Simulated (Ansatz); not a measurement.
Na2H2⁺, that is (NaH)2 ring with one electron fewer. The state is a doublet with charge 1. Geometry PBE0-D4/def2-TZVP; atoms count from 1.

```xyz
4

Na   -0.618   -1.865   -0.307
H     0.532   -0.227    0.310
Na    0.618    1.865    0.307
H    -0.532    0.227   -0.310
```

Problem. Estimate the Mulliken populations from the PBE0/def2-TZVP orbitals of Ansatz.

Solution. 
```tsv
atom	charge (e)	spin (α − β)
Na1	0.67	-0.02
H2	-0.17	0.52
Na3	0.67	-0.02
H4	-0.17	0.52
```
Mulliken values depend strongly on the basis.

Problem. Where does the spin sit?

Solution. Summed by element: Na -0.03, H 1.03, of 1 unpaired in all. Largest on single atoms: H2 0.52, H4 0.52, Na1 -0.02.
